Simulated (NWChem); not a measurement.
**Two attempts at SiH4S (sulfanylsilane)**

Wanted: energy and gradient of SiH4S (sulfanylsilane), UCAM-QTP-01/6-31++G** (Cartesian functions).

The calculation is run with NWChem 7.3.0.

5 further runs of the same task are left out: 5 set aside as unsound or not needed.

## 1. The structure to begin with

The species is SiH4S (6 atoms), meant as a singlet with charge 0. As SMILES, `[SiH3]S`. The coordinates come from a PBE0-D4/def2-TZVP relaxation.

Bond lengths: Si1–S2 2.137 Å, Si1–H3 1.485 Å, Si1–H4 1.482 Å, Si1–H5 1.485 Å, S2–H6 1.344 Å. Angles: Si1–S2–H6 94.7°, S2–Si1–H3 111.6°, S2–Si1–H4 104.8°, S2–Si1–H5 111.6°, H3–Si1–H4 110.0°, H3–Si1–H5 108.8°, H4–Si1–H5 110.0°.

## 2. First attempt

test.nw

```
start test
title "H4SSi"
memory stack 880 mb heap 220 mb global 1100 mb

geometry units angstrom noautoz
Si       0.308600      -1.658300      -0.852500
S        0.907300      -0.012600       1.392800
H       -1.629800      -0.074300      -0.241600
H        0.108600      -1.658300      -0.852500
H        0.299800       0.681200      -1.481100
H        0.526100       1.263300       1.572300
end

basis cartesian
Si library 6-31++G**
S library 6-31++G**
H library 6-31++G**
end

dft
xc xcamb88 1.00 lyp 0.80 vwn_5 0.2 hfexch 1.00
cam 0.31 cam_alpha 0.23 cam_beta 0.77
odft
grid medium
direct
maxiter 60
print low
end

task dft gradient
```

Started as:

```
nwchem test.nw > test.out
```

Standard output:

```text
Northwest Computational Chemistry Package (NWChem) 7.3.0
             --------------------------------------------------------

           Job information
           ---------------

    nwchem branch   = 7.3.0
    use scalapack   = T
    input           = test.nw
    prefix          = test.
    data base       = ./test.db
    status          = startup
    nproc           =        1

           Memory information
           ------------------

    heap     =     28835840 doubles =      220.0 Mbytes
    stack    =    115343357 doubles =      880.0 Mbytes
    global   =    144179200 doubles =     1100.0 Mbytes (distinct from heap & stack)
    total    =    288358397 doubles =     2200.0 Mbytes
    verify   = yes
    hardfail = no

           Directory information
           ---------------------

  0 permanent = .
  0 scratch   = .

                                NWChem Input Module
                                -------------------

                                       H4SSi
                                       -----

 Scaling coordinates for geometry "geometry" by  1.889725989
 (inverse scale =  0.529177249)

 C1  symmetry detected

                             Geometry "geometry" -> ""
                             -------------------------

 Output coordinates in angstroms (scale by  1.889725989 to convert to a.u.)

  No.       Tag          Charge          X              Y              Z
 ---- ---------------- ---------- -------------- -------------- --------------
    1 Si                  14.0000     0.15457371     1.49996569     0.00359453
    2 S                   16.0000     0.14957764    -1.34750145    -0.00334653
    3 H                    1.0000    -1.91147040     0.51685545    -1.18156596
    4 H                    1.0000     0.03552698     1.54260368    -0.15135668
    5 H                    1.0000    -1.75539295     0.64573859     1.22457735
    6 H                    1.0000    -0.92593779    -2.14469408     0.11156643

      Atomic Mass
      -----------

      Si                27.976930
      S                 31.972070
      H                  1.007825

 Effective nuclear repulsion energy (a.u.)     102.5196699646

            Nuclear Dipole moment (a.u.)
            ----------------------------
        X                 Y               Z
 ---------------- ---------------- ----------------
    -0.0000000000     0.0000000000    -0.0000000000

            XYZ format geometry
            -------------------
     6
 geometry
 Si                    0.15457371     1.49996569     0.00359453
 S                     0.14957764    -1.34750145    -0.00334653
 H                    -1.91147040     0.51685545    -1.18156596
 H                     0.03552698     1.54260368    -0.15135668
 H                    -1.75539295     0.64573859     1.22457735
 H                    -0.92593779    -2.14469408     0.11156643

 ==============================================================================
                                internuclear distances
 ------------------------------------------------------------------------------
       center one      |      center two      | atomic units |  angstroms
 ------------------------------------------------------------------------------
    4 H                |   1 Si               |     0.37795  |     0.20000
    6 H                |   2 S                |     2.53917  |     1.34367
 ------------------------------------------------------------------------------
                         number of included internuclear distances:          2
 ==============================================================================

  atoms                     4  and                     1  are similar
  atom                     4  coordinates   6.7136251232148891E-002   2.9150982718820848      -0.28602264862180371
  atom                     1  coordinates  0.29210195853913118        2.8345241430621591        6.7926733430242340E-003
 minimum distance   0.37794519771600044
  ************ WARNING ******************
 at least two atoms are only    0.200 angstrom apart
 Please check your geometry input
  ************ WARNING ******************
 If you like danger & want to skip this check
 add the following input line
 set geom:dont_verify .true.
 ------------------------------------------------------------------------
 geom_input: geom_verify_coords failed                 911
 ------------------------------------------------------------------------
 ------------------------------------------------------------------------
  current input line :
    12: end
 ------------------------------------------------------------------------
 ------------------------------------------------------------------------
 There is an error related to the specified geometry
 ------------------------------------------------------------------------

0:geom_input: geom_verify_coords failed:Received an Error in Communication
  Errorcode: 911
```

Wall time 0.6 s (1 thread of AMD EPYC 7R43 (Zen 3), shared host); peak memory 0.071 GiB.

## 3. Diagnosis

The program broke off before the end.

The log says `There is an error related to the specified geometry`. What is wrong: two atoms lie on top of or far too near each other. As the program read them, the closest atoms are 0.20 Å apart, against 1.34 Å in the sound input.

## 4. The mended input

test.nw

```
start test
title "H4SSi"
memory stack 880 mb heap 220 mb global 1100 mb
charge 0
geometry units bohr noautoz
  Si  -0.32087550  -0.49775386  -0.82392059
  S    1.71454851  -0.02381055   2.63201055
  H   -3.07987564  -0.14040665  -0.45655783
  H    0.20522426  -3.13373283  -1.61099152
  H    0.56653989   1.28728144  -2.79887336
  H    0.99418491   2.38729101   2.97121639
end
basis
  Si library 6-31++G**
  S library 6-31++G**
  H library 6-31++G**
end
dft
  xc xcamb88 1.00 lyp 0.80 vwn_5 0.2 hfexch 1.00
  cam 0.31 cam_alpha 0.23 cam_beta 0.77
  odft
  grid medium
  direct
  print medium
end
task dft gradient
```

Started as:

```
nwchem test.nw > test.out
```

Standard output:

```text
[...]
 Group name             Cs
[...]
          Wavefunction type:  spin polarized.
          No. of atoms     :     6
          No. of electrons :    34
[...]
          Charge           :     0
          Spin multiplicity:     1
[...]
          AO basis - number of functions:    70
[...]
              XC Information
              --------------
                     Hartree-Fock (Exact) Exchange  1.000
                   CAM-Becke88 Exchange Functional  1.000
                      VWN V Correlation Functional  0.200 local
              Lee-Yang-Parr Correlation Functional  0.800
[...]
 d= 0,ls=0.0,diis     1   -689.9349127736 -7.79D+02  5.09D-03  7.55D-02     2.0
[...]
 d= 0,ls=0.0,diis     7   -689.9647841335 -6.13D-08  1.62D-06  2.57D-09    12.0
[...]
         Total DFT energy =     -689.964784133527
      One electron energy =    -1130.912300112852
           Coulomb energy =      399.662698285350
    Exchange-Corr. energy =      -47.953844454616
 Nuclear repulsion energy =       89.238662148591
[...]
      <S2> =     -0.0000 (Exact =     0.0000)
[...]
  wavefunction    = open shell
[...]
                         DFT ENERGY GRADIENTS
    atom               coordinates                        gradient
                 x          y          z           x          y          z
   1 Si     -0.029306  -1.944622   0.000000    0.002261   0.003262   0.000000
   2 S      -0.112215   2.093219   0.000000   -0.003093   0.001086   0.000000
   3 H       1.256815  -2.952161  -2.281502    0.000880  -0.001340  -0.001964
   4 H      -2.721315  -2.717739   0.000000   -0.002395  -0.000295   0.000000
   5 H       1.256815  -2.952161   2.281502    0.000880  -0.001340   0.001964
   6 H       2.413398   2.355276   0.000000    0.001467  -0.001374   0.000000
[...]
```

It took 19 s on 1 thread of AMD EPYC 7R43 (Zen 3), shared host; peak memory 0.12 GiB.

## 5. Outcome

Level: UCAM-QTP-01/6-31++G** (Cartesian functions).

| quantity | value |
| --- | --- |
| total energy | -689.96478 Eh |
| dipole moment | 1.53 D |
| HOMO energy | -10.04 eV |
| LUMO energy | 0.76 eV |
| HOMO–LUMO gap | 10.80 eV |
| largest force on an atom | 0.204 eV/Å |
